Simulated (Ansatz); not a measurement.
Compare A (`C=C1SC1C`) with its isomer B (`C=CC(C)=S`).

Program: Ansatz. Geometries: PBE0-D4/def2-TZVP. ΔE: electronic, gas phase. CCSD(T)/CBS is the MP2 limit (def2-TZVPP, def2-QZVPP) plus CCSD(T) − MP2 in def2-TZVPP, frozen cores. Functionals use def2-TZVPP. B3LYP here is the variant with VWN-RPA as its local correlation; programs differ in this. One conformer a species, not always the lowest.

Task: Which isomer does CCSD(T)/CBS put lower? Give the gap. (Best estimate.)

Result: Ansatz gave: B, by 33.6 kJ/mol.

Task: Give E(B) − E(A) in kJ/mol with MP2/def2-TZVPP, CCSD/def2-TZVPP, B3LYP, ωB97M-V, r2SCAN-D4, PBE-D4, PBE0-D4. (Estimate.)

Result: The calculation gave: MP2/def2-TZVPP -22.7, CCSD/def2-TZVPP -33.7, B3LYP -35.9, ωB97M-V -27.7, r2SCAN-D4 -22.3, PBE-D4 -18.1, PBE0-D4 -16.5. None reverses the order clearly.

Largest T1 diagnostic: 0.017.

In def2-TZVPP, CCSD(T) changes the Hartree–Fock value by +13.3 kJ/mol (the triples alone add −1.2 kJ/mol) and MP2 by +25.6 kJ/mol.
